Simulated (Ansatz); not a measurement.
## SiH2O, triplet: from triple and quadruple zeta to the limit

```yaml
atoms:
  - { symbol: O, position_ang: [-0.9477, -0.2316, 0.0000] }
  - { symbol: H, position_ang: [-1.1970, 0.6949, 0.0000] }
  - { symbol: H, position_ang: [0.3523, -0.2316, 0.0000] }
  - { symbol: Si, position_ang: [1.7923, -0.2316, 0.0000] }
```

Connectivity, by distances: OH ··· SiH.

Ansatz 0.2.0, UHF determinant, valence electrons correlated. Energies in eV.

```
       set  X  functions  Hartree–Fock  MP2 correlation  CCSD(T) correlation                                                                                                  time
def2-TZVPP  3        101    -9927.3542          -8.7701             -10.0267      67 s on 1 × NVIDIA H100 80GB HBM3 with 1 thread of AMD EPYC 7R13 Processor (Zen 3) (shared host)
def2-QZVPP  4        187    -9927.6922          -9.4818             -10.6801  98 s on 1 × NVIDIA H100 80GB HBM3 with 1 thread of AMD EPYC 7R13 Processor (Zen 3), on a shared host
```

Hartree–Fock is taken to follow E(X) = E∞ + A·exp(−7.88·√X), correlation E(X) = E∞ + B·X^−2.97.

Cautions: lower spins were not checked; the determinant is a saddle point.

Work out the CCSD(T) energy at the limit, and how far the shortcut misses it that extrapolates MP2 and adds CCSD(T) minus MP2 from the smaller set.

Hartree–Fock: E∞ = E4 + 0.1377·(E4 − E3) = -9927.7387. Correlation: E∞ = E4 + 0.7407·(E4 − E3) = -11.1641 for CCSD(T) and -10.0089 for MP2. The limit is -9938.9028 eV, 0.531 eV below def2-QZVPP. The shortcut gives a correlation energy of -10.0089 + (-1.2566) = -11.2656, 101 meV lower than the direct value.

Past Ne part of the Hartree–Fock step between the two sets comes from the cores, which don't follow the formula, so the 47 meV that it adds to the total can overshoot; that part largely cancels in differences.
